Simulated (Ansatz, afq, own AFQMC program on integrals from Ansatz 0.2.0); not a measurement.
**Where AFQMC and coupled cluster stand for AlBH, quartet**

```xyz
3

B     0.0000    0.0000    0.2519
Al    0.0000    0.0000   -1.6889
H     0.0000    0.0000    1.4370
```

Connectivity, by distances: BH–Al.

Basis cc-pVDZ. Only valence electrons are correlated. AFQMC by an in-house program on the Cholesky factors that Ansatz 0.2.0 writes for its CCSD(T) run. ph-AFQMC/CISD is guided by a CISD state made of CCSD amplitudes; releasing the constraint for a short imaginary time cuts its bias at the price of noise, slowly where states lie close. Uncertainties: one standard error, sampling alone.

Determinant: ROHF, the one that the program's search chose, which needn't be the lowest solution. The geometry is a PBE0/def2-TZVP stationary point of this or a neighbouring charge and spin state.

No full CI on the walks' own integrals is used here; CCSDT(Q) serves as the reference and is uncertain by about the last step of the cluster series.

Cautions: lower spins were not checked.

```
T1 diagnostic                               : 0.0339
weight of the determinant in the CISD state : 0.889
size of the correlated space                : 7 electrons in 31 orbitals
```

Reference: CCSDT(Q), correlation energy -3.708 eV. The released energy is read at 2.40 1/Eh (meV from the phaseless value at times in 1/Eh: -11 ± 8 at 0.24, -11 ± 9 at 0.51, -9 ± 9 at 0.99, -10 ± 9 at 1.62, -13 ± 9 at 2.40).

| level | E − E(reference) (kJ/mol) | share of correlation (%) |
| --- | --- | --- |
| HF | 357.8 | 0.00 |
| MP2 | 84.8 | 76.29 |
| CCSD | 19.9 | 94.45 |
| CCSD(T) | 4.9 | 98.64 |
| CCSDT | 1.1 | 99.69 |
| ph-AFQMC/HF | 3.6 ± 3.1 | 98.99 |
| ph-AFQMC/CISD | 1.9 ± 0.8 | 99.47 |
| released AFQMC | 0.6 ± 0.9 | 99.83 |

A walk keeps the symmetry of its determinant, which the program's search chose and which needn't be the lowest solution, so a lower state of the same spin and another symmetry isn't excluded. Released energies are given only where the last usable release times agree within the noise; a slower fall can still hide under it.
